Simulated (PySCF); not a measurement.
**Si2H4: g tensor and hyperfine couplings**

Si₂H₄ (triplet state).
Z-matrix (Å and degrees, GFN2-xTB geometry), rows numbered from 1:
```
Si
Si  1  2.2540
H   1  1.4739  2  128.95
H   2  1.4739  1  115.39  3    61.11
H   2  1.4735  1  115.42  3   -61.12
H   2  1.4668  1  105.46  3   179.95
```

As a line formula: `[SiH][SiH3]` [triplet].

Computed with UKS B3LYP, pcH-1 on H Si, non-relativistic, mean-field spin-orbit, GIAO (PySCF). Geometry: GFN2-xTB; no solvent, vibrations or thermal averaging. This triplet need not be the ground state; the singlet was not compared here. Couplings are sensitive to structure, and on GFN2-xTB geometries they can be far from those on DFT ones, by a factor of two or more for some ions and for spin on atoms past the first row.

- g1, g2, g3: 2.00169, 2.00377, 2.00429
- g_iso: 2.00325
- Form of g: rhombic: the two nearest values differ by 20 % of g3 − g1
- ⟨S²⟩: 2.0033 (exact 2.0000)
- HOMO–LUMO gap, α and β orbitals: 5.38, 5.48 eV
- Basis functions: 110

Hyperfine couplings atom by atom, in MHz; T1 to T3 are the principal values of the dipolar part; ρ(0) is the spin density at the nucleus:

| atom | isotope | a_iso | of which spin–orbit | T1 | T2 | T3 | Mulliken spin population | ρ(0) (bohr⁻³) |
| --- | --- | --- | --- | --- | --- | --- | --- | --- |
| Si1 | 29Si | -328.3 | 1.2 | -60.0 | -29.0 | 89.0 | 1.85 | 0.7414 |
| Si2 | 29Si | -34.6 | 0.0 | -11.3 | 4.7 | 6.5 | 0.06 | 0.0779 |
| H3 | 1H | 35.6 | 0.0 | -5.5 | -2.2 | 7.7 | 0.01 | 0.0159 |
| H4 | 1H | 46.4 | 0.0 | -2.4 | -0.7 | 3.1 | 0.05 | 0.0208 |
| H5 | 1H | 46.4 | 0.0 | -2.4 | -0.7 | 3.1 | 0.05 | 0.0208 |
| H6 | 1H | -2.0 | 0.0 | -2.2 | -2.1 | 4.3 | -0.01 | -0.0009 |

The largest Mulliken spin population is on Si1 (+1.85).

The 29Si coupling of Si1 (-328.3 MHz) shows only in satellite lines or after enrichment, since that isotope makes up about 4.7 % of natural silicon.

Hardware: Arm Neoverse V1, one thread, no GPU, on a shared host. Cost: 14 s wall.
